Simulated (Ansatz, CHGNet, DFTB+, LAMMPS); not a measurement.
**How well does each level of theory give the lattice parameter c of hcp Os?**

Reference value: 4.320 Å (measured, 293 K, not corrected to a static lattice; as tabulated in Wikipedia's data pages).

```
level (code)                    value (Å)  difference (%)
------------------------------  ---------  --------------
Lennard-Jones uff-vdw (LAMMPS)      4.951           +14.6
GFN2-xTB as cut by DFTB+            7.657             +77
CHGNet-r²SCAN                       4.305           -0.35
LDA (Ansatz)                        4.288           -0.74
BLYP (Ansatz)                       4.401           +1.87
PBE (Ansatz)                        4.346           +0.60
PBE-D3(BJ) (Ansatz)                 4.322           +0.05
r²SCAN+SOC (Ansatz)                 4.315           -0.12
r²SCAN-D4 (Ansatz)                  4.311           -0.21
LC-ωPBE (Ansatz)                    4.256           -1.48
r²SCANh (Ansatz)                    4.311           -0.21
Hartree–Fock (Ansatz)               4.270           -1.16
```

Leaving aside Lennard-Jones uff-vdw (doubt noted below), GFN2-xTB as cut by DFTB+ (doubt noted below): The reference is not for a static lattice or low temperature, so close values are not ranked against it. Off by more than 1.75 %, or 2.45 % on the side where a correction would as a rule narrow the miss (bounds picked here): BLYP (+1.87 %).

The measured value isn't corrected to a static lattice, so vibrations enter the comparison.  Density-functional levels without +SOC have no spin–orbit coupling. Lennard-Jones uff-vdw, GFN2-xTB as cut by DFTB+: the cell moved over 20 % in volume from its start. Lennard-Jones uff-vdw: this is a force field's van der Waals term alone, without bonds or charges. GFN2-xTB as cut by DFTB+: the cell has another shape than the first-principles one, perhaps another minimum in the same group. GFN2-xTB as cut by DFTB+: the method was fitted mainly to molecules. GFN2-xTB as cut by DFTB+: codes differ in how they cut the long-range tail of xTB's charge interaction in a crystal, so the value belongs to this code. Cutoffs and k meshes differ between the levels. Ansatz's density-functional and Hartree–Fock values are scalar-relativistic unless marked +SOC, with PAW data made under PBE.

Machine-learned potentials (CHGNet-r²SCAN) are trained on DFT data: a solid inside that data is no test of them.

Differences are worked out from the printed values.

Ansatz is a program for electronic structure.
